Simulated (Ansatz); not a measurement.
# CH₃OSi radical: an energy map over angle H4–C1–Si3 and angle H5–Si3–C1

A grid of calculations on CH3OSi, SMILES [CH]1O[SiH2]1, spin multiplicity 2, to see where the energy is lowest and how it rises around there.

The runs use Ansatz 0.2.0; UKS PBE-D4/def2-TZVP.

### Step 1. The system as given

SMILES `[CH]1O[SiH2]1`, 6 atoms, charge 0, spin multiplicity 2.

Atoms are counted from 1 here; the program's logs count them from 0.

Bond lengths: C1–O2 1.394 Å, C1–Si3 1.796 Å, C1–H4 1.105 Å, O2–Si3 1.775 Å, Si3–H5 1.496 Å, Si3–H6 1.494 Å. Angles: O2–C1–Si3 66.3°, O2–C1–H4 120.3°, Si3–C1–H4 145.9°, C1–O2–Si3 67.8°, C1–Si3–O2 46.0°, C1–Si3–H5 125.3°, C1–Si3–H6 120.8°, O2–Si3–H5 111.5°, O2–Si3–H6 116.1°, H5–Si3–H6 113.7°.

Coordinates:

```
C    -0.9324   -0.6297   -0.0360
O     0.3402   -1.1983   -0.0108
Si    0.3900    0.5670    0.1723
H    -1.7074   -1.0284   -0.7149
H     1.1567    1.2111   -0.9394
H     0.7529    1.0783    1.5287
```

This geometry comes from a loose relaxation at PBE in a small basis, which is not shown.

### Step 3. Plan of the scan

The axes are (1) angle H4–C1–Si3: 15 values from 104.1 to 179.0 °; (2) angle H5–Si3–C1: 15 values from 80.1 to 170.1 °.

Nothing else is relaxed (all other coordinates rigid). Energies count from the relaxed molecule at the same level. Points are written as (first, second).

(The set-up runs are not shown.)

### Step 4. The run at (146.9°, 80.1°)

File input.yaml:

```yaml
crystal:
  periodic: [false, false, false]
  atoms:
    - { symbol: C, position_ang: [-0.936406, -0.60355, -0.052267] }
    - { symbol: O, position_ang: [0.347034, -1.184797, -0.005586] }
    - { symbol: Si, position_ang: [0.401282, 0.543224, 0.169673] }
    - { symbol: H, position_ang: [-1.689697, -1.009259, -0.729331] }
    - { symbol: H, position_ang: [0.331378, 0.516188, -1.316652] }
    - { symbol: H, position_ang: [0.742324, 1.068624, 1.517836] }
magnetization:
  spin_polarized: true
  initial_magnetization: 1
basis:
  gaussian: { orbitals: def2-TZVP }
hamiltonian:
  xc: pbe
  dispersion: d4
output:
  forces: true
```

Started as:

```console
ansatz run input.yaml --threads 1 --pin off --max-ram 2560MiB --backend cpu --events-out ev --progress --plain --runs-dir out
```

The session goes on with these runs: the other points that were computed.

Q: Predict the outcome of this session. Wanted: lowest point; highest computed point; largest force on an atom; dipole moment.

**Answer**, as computed:

| quantity | value |
| --- | --- |
| lowest point | (146.9°, 125.1°), 0.09 kJ/mol |
| highest computed point | (104.1°, 170.1°), 210 kJ/mol above the lowest |
| largest force on an atom (eV/Å) | 0.07 at (146.9°, 125.1°) to 3.72 at (104.1°, 163.7°); 0.07 at the lowest point |
| dipole moment (D) | 1.27 at (179.0°, 157.3°) to 2.62 at (104.1°, 80.1°); 1.67 at the lowest point |
| time for the whole task | 14 min on 1 thread, shared host |

What this shows: The lowest computed point is at (146.9°, 125.1°), 0.09 kJ/mol from the relaxed molecule at the same level. No other kind of well shows on this grid. The highest computed point, (104.1°, 170.1°), lies 210 kJ/mol above the lowest. Round the minimum the two coordinates are nearly uncoupled.
